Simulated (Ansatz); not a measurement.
## Multireference treatment of C3H4O2, singlet

Calculated in Ansatz's Gaussian-basis code; CASPT2, NEVPT3, NEVPT4(SD) by development code. Basis cc-pVTZ, nonrelativistic, 5 orbitals frozen in the corrections. State-specific CASSCF; RHF is the lowest restricted (open-shell) Hartree–Fock solution met. Letters tell apart solutions met in one space. Solutions may break the symmetry of the shape. Lower solutions, or ones in other orbitals, may exist.

Geometry:

```json
{"atom": "O", "x (Å)": "0.0000", "y (Å)": "-1.8613", "z (Å)": "0.1939"}
{"atom": "C", "x (Å)": "0.0000", "y (Å)": "-0.7871", "z (Å)": "0.7788"}
{"atom": "C", "x (Å)": "0.0000", "y (Å)": "0.5468", "z (Å)": "0.0465"}
{"atom": "O", "x (Å)": "0.0000", "y (Å)": "1.5713", "z (Å)": "0.7239"}
{"atom": "C", "x (Å)": "0.0000", "y (Å)": "0.5041", "z (Å)": "-1.4519"}
{"atom": "H", "x (Å)": "0.0000", "y (Å)": "-0.6982", "z (Å)": "1.8811"}
{"atom": "H", "x (Å)": "0.0000", "y (Å)": "1.5198", "z (Å)": "-1.8465"}
{"atom": "H", "x (Å)": "0.8776", "y (Å)": "-0.0420", "z (Å)": "-1.8089"}
{"atom": "H", "x (Å)": "-0.8776", "y (Å)": "-0.0420", "z (Å)": "-1.8089"}
```

CASSCF less RHF, in eV, and natural occupations:

| CAS | CASSCF | occupations |
| --- | --- | --- |
| (4,4) a | -1.999 | 1.98, 1.93, 0.07, 0.02 |
| (4,4) b | -1.930 | 1.93, 1.90, 0.11, 0.06 |

Question: What totals less RHF do the corrections give on each solution?

Answer: 

```json
{"CAS": "(4,4) a", "SC-NEVPT2": "-25.147", "FIC-NEVPT2": "-25.197", "NEVPT3": "-26.100", "NEVPT4(SD)": "-26.927", "CASPT2 (IPEA 0)": "-25.547"}
{"CAS": "(4,4) b", "SC-NEVPT2": "-25.579", "FIC-NEVPT2": "-25.597", "NEVPT3": "-26.151", "NEVPT4(SD)": "-26.975", "CASPT2 (IPEA 0)": "-25.574"}
```

Question: In CAS(4,4), is the solution lowest in CASSCF also lowest after SC-NEVPT2?

Answer: No: (4,4) b is lowest after SC-NEVPT2, 0.43 eV under (4,4) a, which leads in CASSCF.

Question: Roughly how much CPU time does a whole run from the default start take (median of such runs, summed over threads; nearly all runs on one pinned thread of a shared server, mostly Xeon at 2.3 to 2.6 GHz, by a development driver)?

Answer: CAS(4,4) a: about 97 s. Other jobs ran beside these, and the count of passes differs.
